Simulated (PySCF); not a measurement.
# Solvent effects on NMR parameters

Bonds (- single, = double, # triple, : aromatic): S1=C2 1.556 Å, C2=S3 1.556 Å.

GIAO PBE0/pcSseg-1 in PySCF 2.14 on one PBE0-D3(BJ)/def2-SVP conformer, non-relativistic, equivalent nuclei averaged. Solvents enter as an IEF-PCM continuum (chloroform with ε = 4.7, dimethylsulfoxide with ε = 46.8) around the gas-phase geometry. Shifts are referred to CS2, TMS computed in the same medium.

Gas phase, δ in ppm: S1/S3 0.0, C2 207.7. Dipole moment 0.00 D.

Task: How does each δ change in the continuum?

Result: 
```tsv
atoms	environment	Δδ, chloroform	Δδ, dimethylsulfoxide
S1/S3	thione sulfur	0.0	0.0
C2	central carbon of a heterocumulene	+1.5	+2.1
```

Changes are relative to the gas phase.

Task: Which nuclei move most (in ppm), and what does the model miss?

Result: C2 (central carbon of a heterocumulene, +2.1 ppm) in dimethylsulfoxide. A continuum only polarises the solute; specific hydrogen bonds, the anisotropy of aromatic solvents and changes of geometry or conformer are outside it.

Measured shifts for comparison: C2: 193.4 (THF-d8), 192.9 (CD2Cl2), 192.8 (CDCl3), 192.7 (toluene-d8), 192.7 (C6D6). Source: Fulmer et al., Organometallics 2010, 29, 2176.
